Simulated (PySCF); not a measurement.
**Towards the basis-set limit for SiB+**

What constants does extrapolated CCSD(T) give for SiB+, and what does each step add?

The runs use PySCF 2.14.0; CCSD(T) on ROHF, no relativity in the base curves; scalar relativity is added as a correction.

## 1. The job

- molecule: SiB+
- state: triplet, unpaired electrons σ ↑, π ↑
- smaller basis: Si cc-pV(T+d)Z, B cc-pVTZ
- larger basis: Si cc-pV(Q+d)Z, B cc-pVQZ
- frozen core orbitals: 6
- extrapolation: correlation as n⁻³ (n = 3, 4), Hartree–Fock as (n+1)·exp(−9√n)
- corrections: core–valence correlation, scalar relativity
- distances (Å): 1.8527, 1.9370, 2.0212, 2.1054, 2.1896, 2.2949, 2.4002
- masses (u): 27.9769, 11.0093
- dissociation limit: Si+ + B

The run is started by

```bash
OMP_NUM_THREADS=4 python comp.py task.json out
```

## 2. The runs

What does the calculation give? Wanted: for each run, Re; ωe; ωexe; αe; De.

As calculated:

| level | Re (Å) | ωe (cm⁻¹) | ωexe (cm⁻¹) | αe (cm⁻¹) | De (eV) |
| --- | --- | --- | --- | --- | --- |
| CCSD(T)/cc-pVTZ(-PP) | 2.1184 | 511.9 | 5.54 | 0.00651 | 2.425 |
| CCSD(T)/cc-pVQZ(-PP) | 2.1083 | 520.0 | 5.46 | 0.00649 | 2.486 |
| HF/CBS | 2.0163 | 699.0 | 23.1 | 0.00870 | 2.057 |
| MP2/CBS | 2.0781 | 580.8 | 2.08 | 0.00151 | 2.504 |
| CCSD/CBS | 2.0864 | 525.2 | 9.47 | 0.00909 | 2.389 |
| CCSD(T)/CBS | 2.1023 | 525.7 | 5.43 | 0.00649 | 2.525 |
| CCSD(T)/CBS+CV | 2.0947 | 531.1 | 5.28 | 0.00643 | 2.532 |
| CCSD(T)/CBS+CV+SR | 2.0951 | 530.5 | 5.27 | 0.00641 | 2.525 |

What this shows: The last step gives Re = 2.0951 Å, ωe = 530.5 cm⁻¹ and De = 2.525 eV; the smaller basis alone is off from it by +23.3 mÅ and -0.10 eV. Near the minimum the mean field binds by 2.01 eV and correlation adds 0.51 eV of binding. T1 is 0.046, large enough to doubt a single reference. Spin–orbit coupling and excitations beyond (T) are left out.
